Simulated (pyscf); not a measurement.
PySCF, gas phase, ωB97X-D3(BJ)/def2-SVP geometries.

Q: Estimate by transition-state theory the rate constant of F–Si•(F)–F + hydrogen (H₂) → F–SiH(F)–F + H atom (H•) (doublet surface; H–H broken, H–Si formed) at 1200 K, with ωB97M-D3(BJ)/def2-TZVP energies (ideal gas, 1 atm, RRHO with modes under 100 cm⁻¹ raised to 100, one conformer, R ln 2 for chiral ones without a mode under 150 cm⁻¹; no tunnelling).

A: The electronic barrier is 11.2 kcal/mol and the thermal terms add +29.2, so ΔG‡ = 40.5 kcal/mol. With k_BT/h = 2.50e+13 s⁻¹ and RT = 2.385 kcal/mol, and a volume of 1.64e-19 cm³ per molecule at 1 atm, k = 1.7e-13 cm³ molecule⁻¹ s⁻¹. Wigner's tunnelling factor for 1316i cm⁻¹ would be 1.10. A shift of 1 kcal/mol in the barrier changes k by a factor 1.5. This is the saddle that the search found; another between the same sides may lie lower. The angle at the transferred H is 180°.
